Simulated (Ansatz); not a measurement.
```yaml
crystal:
  periodic: [false, false, false]
  atoms:
    - {symbol: Cr, position_ang: [-0.871069, 0.000886, -0.004445]}
    - {symbol: Si, position_ang: [1.440405, -0.001465, 0.007350]}
    - {symbol: H, position_ang: [2.400967, 1.142399, 0.009745]}
    - {symbol: H, position_ang: [2.398613, -1.147281, 0.014745]}
basis:
  gaussian: {orbitals: def2-TZVP}
total_charge: 1
magnetization: {spin_polarized: true, initial_magnetization: 5}
hamiltonian: {xc: pbe0}
relax: {f_tol: 0.004, max_steps: 80}
```

```sh
$ ansatz run in.yaml --threads 1 --pin off --events-out ev --progress --plain --max-ram 2176MiB
```

Steps of the relaxation (energy above the last step; positions in Å, forces in eV/Å):

```
4
step 1, 135.8 meV
Cr   -0.871    0.001   -0.004   -1.505    0.002   -0.008
Si    1.440   -0.001    0.007    1.887   -0.002    0.010
H     2.401    1.142    0.010   -0.191    0.093   -0.001
H     2.399   -1.147    0.015   -0.191   -0.093   -0.001
```

```
4
step 2, 16.2 meV
Cr   -0.925    0.001   -0.005   -0.423    0.000   -0.002
Si    1.505   -0.002    0.008    0.392    0.000    0.002
H     2.396    1.198    0.010    0.015   -0.127    0.000
H     2.393   -1.203    0.015    0.016    0.127    0.000
```

```
4
step 3, 0.1 meV
Cr   -0.981    0.001   -0.005   -0.028    0.000    0.000
Si    1.510   -0.002    0.008    0.058    0.000    0.000
H     2.421    1.178    0.010   -0.015   -0.013    0.000
H     2.419   -1.183    0.015   -0.015    0.013    0.000
```

```
4
step 5, 0.0 meV
Cr   -0.984    0.001   -0.005    0.000    0.000    0.000
Si    1.512   -0.002    0.008    0.000    0.000    0.000
H     2.422    1.178    0.010    0.000    0.000    0.000
H     2.419   -1.183    0.015    0.000    0.000    0.000
```

Close pairs at the end: Si2–H3 1.489 Å, Si2–H4 1.489 Å, Cr1–Si2 2.495 Å.

A stationary point of unrestricted PBE0 after 5 steps, with ⟨S²⟩ = 8.769 against 8.75 for a pure state; no frequencies were run, so it isn't proven a minimum. 29 s on 1 thread of Arm Neoverse V1, shared host.
